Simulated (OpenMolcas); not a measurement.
**BSiH5O (SMILES OB[SiH3]) at CISD/ANO-XS-VDZP (DKH2)**

Aim: the energy change on altering one bond length of BSiH5O at CISD/ANO-XS-VDZP (DKH2), from 2 runs. 

Program for the calculation: OpenMolcas 26.06.

2 further runs of the same task are left out: 1 that didn't finish, 1 set aside as unsound or not needed.

## (1) The system as given

BSiH5O: 8 atoms, total charge 0, spin state singlet. As SMILES, `OB[SiH3]`. The shape is that of a GFN2-xTB optimisation. This is one conformer, not always the lowest.

Bond lengths: O1–B2 1.334 Å, B2–Si3 1.972 Å, O1–H4 0.959 Å, B2–H5 1.190 Å, Si3–H6 1.472 Å, Si3–H7 1.472 Å, Si3–H8 1.471 Å. Angles: O1–B2–Si3 116.6°, O1–B2–H5 119.5°, Si3–B2–H5 123.9°, B2–O1–H4 119.1°, B2–Si3–H6 113.5°, B2–Si3–H7 114.1°, B2–Si3–H8 113.9°, H6–Si3–H7 104.7°, H6–Si3–H8 105.0°, H7–Si3–H8 104.6°.

## (2) A single-point energy at CISD/ANO-XS-VDZP (DKH2)

The input, coord.xyz:

```xyz
8

O     -1.542120     0.468240    -0.735970
B     -0.222370     0.600970    -0.597350
Si     0.656630    -0.611600     0.686170
H     -2.007610     1.042480    -1.347500
H      0.352830     1.427390    -1.231120
H      0.187700    -0.440460     2.070560
H      2.117150    -0.448220     0.763910
H      0.457790    -2.038800     0.391300
```

The input, mol.inp:

```
* BH5OSi CISD
&GATEWAY
COORD = coord.xyz
BASIS = ANO-XS-VDZP
GROUP = NoSym
&SEWARD
RELATIVISTIC = R02E00
&SCF
PRORBITALS = 0
&MOTRA
FROZEN = 7
&GUGA
ELECTRONS = 18
SPIN = 1
INACTIVE = 9
ACTIVE = 0
CIALL = 1
&CPF
SDCI
```

Run with:

```
$ export MOLCAS_MEM=1860
$ pymolcas mol.inp > mol.log
```

Log:

```text
--- Start Module: gateway ---
[...]
--- Stop Module: gateway /rc=_RC_ALL_IS_WELL_ ---
[...]
      Basis functions           71
[...]
       Convergence after  11 Iterations
[...]
::    Total SCF energy                               -392.0498019292
[...]
      Total spin, S                                     0.0000000000
[...]
      *** WARNING: Default frozen orbitals is overwritten by user input.
      *** Default values:   4
[...]
--- Start Module: guga ---
[...]
--- Stop Module: guga /rc=_RC_ALL_IS_WELL_ ---
--- Start Module: cpf ---
[...]
      Active orbitals                            0       0
[...]
      Spin quantum number                      0.0
[...]
     FINAL CI ENERGY          -392.41236520
     FINAL CORRELATION ENERGY   -0.36256327  REFERENCE ENERGY    -392.04980193
[...]
     REL. CI ENERGY           -392.41236520
[...]
      Total electronic charge=   32.000000
      Total            charge=    0.000000
[...]
      Dipole Moment (debye):
      Origin of the operator (angstrom)=   -0.1271   -0.0577    0.0250
                   X= -1.2851E+00               Y=  1.5818E+00               Z= -1.7001E+00           Total=  2.6541E+00
      Quadrupole Moment (debye*angstrom):
[...]
--- Stop Module: cpf /rc=_RC_ALL_IS_WELL_ ---
[...]
```

Run time: 10 s. Hardware: 1 thread of Intel Xeon Platinum 8259CL at 2.50GHz (Skylake/Cascade Lake), shared host; peak memory 0.42 GiB.

## (3) The distorted shape at the same level

The input, coord.xyz:

```xyz
8

O     -1.442696     1.181871    -0.588529
B     -0.122946     1.314601    -0.449909
Si     0.756054     0.102031     0.833611
H     -1.908186     1.756111    -1.200059
H      0.452254     2.141021    -1.083679
H      0.287124     0.273171     2.218001
H      2.216574     0.265411     0.911351
H      0.457790    -2.038800     0.391300
```

The input, mol.inp:

```
* BH5OSi CISD
>>> EXPORT MOLCAS_PRINT=2

&gateway
  coord=coord.xyz
  basis=ANO-XS-VDZP
  group=NoSym

&seward
  relativistic=R02E00

&scf
  prorbitals=0

&motra
  frozen=7

&guga
  electrons=18
  spin=1
  inactive=9
  active=0
  ciall=1

&cpf
  sdci
```

Run with:

```
$ export MOLCAS_MEM=1860
$ pymolcas mol.inp > mol.log
```

Log:

```text
--- Start Module: gateway ---
[...]
--- Stop Module: gateway /rc=_RC_ALL_IS_WELL_ ---
[...]
      Basis functions           71
[...]
       Convergence after  12 Iterations
[...]
::    Total SCF energy                               -391.9760676885
[...]
      Total spin, S                                     0.0000000000
[...]
      *** WARNING: Default frozen orbitals is overwritten by user input.
      *** Default values:   4
[...]
--- Start Module: guga ---
[...]
--- Stop Module: guga /rc=_RC_ALL_IS_WELL_ ---
--- Start Module: cpf ---
[...]
      Active orbitals                            0       0
[...]
      Spin quantum number                      0.0
[...]
     FINAL CI ENERGY          -392.34062547
     FINAL CORRELATION ENERGY   -0.36455778  REFERENCE ENERGY    -391.97606769
[...]
     REL. CI ENERGY           -392.34062547
[...]
      Total electronic charge=   32.000000
      Total            charge=    0.000000
[...]
      Dipole Moment (debye):
      Origin of the operator (angstrom)=   -0.0293    0.6439    0.1700
                   X= -1.1434E+00               Y=  2.8730E+00               Z= -1.4795E+00           Total=  3.4279E+00
      Quadrupole Moment (debye*angstrom):
[...]
--- Stop Module: cpf /rc=_RC_ALL_IS_WELL_ ---
[...]
```

Wall time 11 s (1 thread of Intel Xeon Platinum 8259CL at 2.50GHz (Skylake/Cascade Lake), shared host); peak memory 0.42 GiB.

## (4) What came out

At CISD/ANO-XS-VDZP (DKH2), 7 core orbitals frozen:

| quantity | value |
| --- | --- |
| first shape: total energy | -392.41237 Eh |
| first shape: dipole moment (mean-field density) | 2.66 D |
| first shape: HOMO energy (Hartree–Fock orbitals) | -11.08 eV |
| first shape: LUMO energy (Hartree–Fock orbitals) | 2.63 eV |
| first shape: HOMO–LUMO gap (Hartree–Fock orbitals) | 13.72 eV |
| first shape: correlation energy (7 core orbitals frozen) | -362.6 mEh |
| distorted shape: total energy | -392.34063 Eh |
| distorted shape: dipole moment (mean-field density) | 3.62 D |
| distorted shape: HOMO energy (Hartree–Fock orbitals) | -9.86 eV |
| distorted shape: LUMO energy (Hartree–Fock orbitals) | 1.65 eV |
| distorted shape: HOMO–LUMO gap (Hartree–Fock orbitals) | 11.51 eV |
| distorted shape: correlation energy (7 core orbitals frozen) | -364.6 mEh |
| energy change with the Si3–H8 bond stretched from 1.471 to 2.206 Å | 1.952 eV |

In words: With the Si3–H8 bond stretched from 1.471 to 2.206 Å the energy rises by 1.95 eV (45 kcal/mol). The first shape isn't relaxed at this level, so the change isn't measured from a minimum. Mulliken charges (distorted shape) of the mean-field density run from -0.32 on O1 to +0.34 on H4; they depend strongly on the basis.
